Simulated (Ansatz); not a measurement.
CH3S (charge -1), SMILES C[S-], an active-space calculation

Computed with Ansatz's Python interface.

Input file `ch3s.xyz`:
```text
5

C    -0.11266    0.02583    0.06089
S     1.44249   -0.33223   -0.78291
H    -0.26419   -0.66720    0.89719
H    -0.95699   -0.07547   -0.63095
H    -0.10864    1.04908    0.45577
```

Run as a notebook:

**Cell 1**
```python
import ansatz as az
```

**Cell 2**
```python
molecule = az.Crystal.molecule_from_extxyz('ch3s.xyz')
```

**Cell 3**
```python
calculation = (
    molecule.calculation()
    .basis(gaussian='def2-SVP')
    .charge(-1)
    .correlation(active_electrons=2, active_orbitals=2)
)
for method in [None, 'sc_nevpt2']:
    r = (calculation if method is None else calculation.correlation(method)).run().report
    space = r['configurations']
    state = space['states'][0]
    print(method or 'casscf', f'total {r["free_energy_ev"] / 27.211386246:.6f} Ha, active-space state {state["energy"]["hartree"]:.6f} Ha, mean field {r["reference_energy_ev"] / 27.211386246:.6f} Ha')
    print('  determinants', state['n_determinants'], ' natural occupations', [round(n, 3) for n in space['natural_occupations']])
print('effectively unpaired electrons, sum of min(n, 2 - n):', round(sum(min(n, 2 - n) for n in space['natural_occupations']), 3))
```
Output:
```text
casscf total -436.977394 Ha, active-space state -436.977394 Ha, mean field -436.961600 Ha
  determinants 4  natural occupations [1.982, 0.018]
sc_nevpt2 total -437.236338 Ha, active-space state -436.977391 Ha, mean field -436.961600 Ha
  determinants 4  natural occupations [1.982, 0.018]
effectively unpaired electrons, sum of min(n, 2 - n): 0.037
```

Total energies depend on the basis set; only differences at equal settings carry meaning. The geometry is a force-field or estimated start, not a minimum of this method, and the basis set is short of its limit. The active space starts as a window about the frontier orbitals and is then optimised, not chosen by chemistry. Anions want diffuse functions, which this basis lacks. Run time: 2 s on 1 thread of Intel(R) Xeon(R) 6975P-C (Granite Rapids), with other jobs on the host, peak memory 0.16 GiB.

(Lines on the test bed's own set-up are left out of the output.)
